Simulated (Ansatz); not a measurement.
## Ansatz (development build ahead of 0.2.0) run

```yaml
crystal:
  periodic: [false, false, false]
  atoms:
    - { symbol: "N", position_ang: [0.0, 0.0, 0.0] }
    - { symbol: O, position_ang: [0.0, 0.0, 1.802] }
basis:
  gaussian: { orbitals: "6-31G" }
total_charge: 1
magnetization:
  spin_polarized: true
hamiltonian:
  xc: pbe0
scf:
  omitted_lower_state_checks: [starts, atomic_configurations, cluster_reference, orbital_swaps, given_window_search, neighbouring_geometries, increment]
output:
  forces: true
```

The input is written out in the form of the current development build from the run's settings.

Output:

```json
{
  "Converged": "yes",
  "Total energy": "-129.10488 hartree",
  "Spin squared of the determinant": "1.977",
  "Stability test": "minimum"
}
```

Forces (eV/Å):
| atom | Fx | Fy | Fz |
| --- | --- | --- | --- |
| N1 | 0.000 | 0.000 | 2.424 |
| O2 | 0.000 | 0.000 | -2.424 |

Caution: the unrestricted determinant is a mixture of spin states.
